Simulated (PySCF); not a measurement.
Cartesian coordinates (Å):
SMILES: [CH3]
```xyz
4

C      0.0000     0.0000    -0.0001
H      1.0701    -0.1385    -0.0012
H     -0.6550    -0.8575     0.0021
H     -0.4151     0.9960    -0.0008
```
Charge 0, spin multiplicity 2.

What is the computed total energy, dipole moment and highest occupied spin orbital (PySCF with PBE-D3(BJ)/def2-TZVP // B3LYP-D3(BJ)/def2-TZVP)?


- total energy: -39.7889 Ha
- dipole moment: 0.00 D
- highest occupied spin orbital: -5.38 eV
